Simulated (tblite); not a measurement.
Compound: methylidynephosphane, CHP.
SMILES: `P#C`

Computed values, GFN2-xTB/tblite, gas phase, harmonic and unscaled. Errors from tens to a few hundred cm⁻¹ against measured bands are possible.

Harmonic wavenumbers (cm⁻¹): 573.5, 573.5, 1502.8, 3296.9.

B = 19949 MHz (linear); mass 43.982 u (most abundant isotopes); point group C∞v, symmetry number 1.

Problem. What is the zero-point energy?

Solution. Half the sum of the wavenumbers: 2973 cm⁻¹ = 8.50 kcal/mol.

Problem. Give the ideal-gas entropy at 298.15 K and 1 bar in the rigid-rotor, harmonic-oscillator model (classical rotation).

Solution. Translation 37.30, rotation 13.40, vibration 1.01: S = 51.7 cal/(mol K).

Problem. And Cp and H(298.15 K) − H(0)?

Solution. Cp = 9.21 cal/(mol K), of which vibrations give 2.25 (their classical limit is 4 R = 7.9); H(298.15 K) − H(0) = 2.30 kcal/mol without the zero-point energy, 0.22 from vibrations.

Problem. How do the functions run with temperature in this model?

Solution. 
```json
{"T (K)": "100", "S (cal/(mol K))": "43.1", "Cp (cal/(mol K))": "7.0", "H − H(0) (kcal/mol)": "0.70", "G − H(0) (kcal/mol)": "-3.61", "ln q(vib)": "0.00"}
{"T (K)": "200", "S (cal/(mol K))": "48.2", "Cp (cal/(mol K))": "8.1", "H − H(0) (kcal/mol)": "1.44", "G − H(0) (kcal/mol)": "-8.20", "ln q(vib)": "0.03"}
{"T (K)": "300", "S (cal/(mol K))": "51.8", "Cp (cal/(mol K))": "9.2", "H − H(0) (kcal/mol)": "2.31", "G − H(0) (kcal/mol)": "-13.21", "ln q(vib)": "0.13"}
{"T (K)": "500", "S (cal/(mol K))": "56.8", "Cp (cal/(mol K))": "10.7", "H − H(0) (kcal/mol)": "4.32", "G − H(0) (kcal/mol)": "-24.10", "ln q(vib)": "0.44"}
{"T (K)": "800", "S (cal/(mol K))": "62.1", "Cp (cal/(mol K))": "11.9", "H − H(0) (kcal/mol)": "7.71", "G − H(0) (kcal/mol)": "-42.00", "ln q(vib)": "0.95"}
{"T (K)": "1000", "S (cal/(mol K))": "64.9", "Cp (cal/(mol K))": "12.5", "H − H(0) (kcal/mol)": "10.15", "G − H(0) (kcal/mol)": "-54.71", "ln q(vib)": "1.28"}
```

q(vib) and H(0) count from the zero-point level.

Problem. What must be added to the electronic energy to get the Gibbs energy at 298.15 K and 1 bar?

Solution. ZPE + [H(298.15 K) − H(0)] − T·S = 8.50 + 2.30 − 15.41 = -4.61 kcal/mol.

Problem. Which modes carry the vibrational entropy at 298.15 K?

Solution. 573.5 cm⁻¹: 0.50; 573.5 cm⁻¹: 0.50; 1502.8 cm⁻¹: 0.01; 3296.9 cm⁻¹: 0.00 cal/(mol K).
